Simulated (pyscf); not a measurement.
H₂B–O–SnH₃ + water (H₂O) → HO–SnH₃ + H₂B–OH (four-centre exchange; singlet surface; B–O, H–O broken, H–O, B–O formed). Single points on ωB97X-D3(BJ)/def2-SVP structures (PySCF, gas phase). Energies in kJ/mol from the separated reactants.

```json
[
 {"level": "ωB97X-D3(BJ)/def2-TZVP", "barrier": "37.2", "reaction energy": "+8.3"},
 {"level": "r²SCAN/def2-TZVP", "barrier": "24.0", "reaction energy": "+4.2"},
 {"level": "B3LYP-D3(BJ)/def2-TZVP", "barrier": "42.1", "reaction energy": "+5.9"},
 {"level": "M06-2X/def2-TZVP", "barrier": "29.9", "reaction energy": "+6.4"},
 {"level": "ωB97M-D3(BJ)/def2-TZVP", "barrier": "37.2", "reaction energy": "+4.8"},
 {"level": "HF/def2-TZVP", "barrier": "109.4", "reaction energy": "+3.8"}
]
```

The functionals in the table span 18.1 kJ/mol in this barrier, from r²SCAN to B3LYP-D3(BJ). On the reactant side the descent ends in a complex (not fully relaxed), 23.2 kJ/mol under the separated species and 60.4 kJ/mol under the saddle at ωB97X-D3(BJ)/def2-TZVP. On the product side the descent ends in an adduct with a B–O contact, 41.0 kJ/mol under the separated species and 69.8 kJ/mol under the saddle at ωB97X-D3(BJ)/def2-TZVP. What is counted as broken (B–O) persists as a longer contact in the product adduct; parting that adduct is a step of its own. One saddle was located; it need not be the lowest between these sides. Elements past Kr carry the def2 core potentials, without spin-orbit coupling.
